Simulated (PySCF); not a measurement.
Computed with PySCF with PBE0-D4/def2-TZVP. Isolated molecules, 0 K electronic values unless said otherwise. 

Reference species (SMILES): `[AlH][SiH3]` (neutral, multiplicity 2).

```json
{
  "dipole_moment": "0.51 D"
}
```

Changed species: `[SiH3]` (radical fragment; the reference has radical fragment).

### Question
What does the change do to the dipole moment?

### Answer
the dipole moment drops by 0.48 D, to 0.03 D.
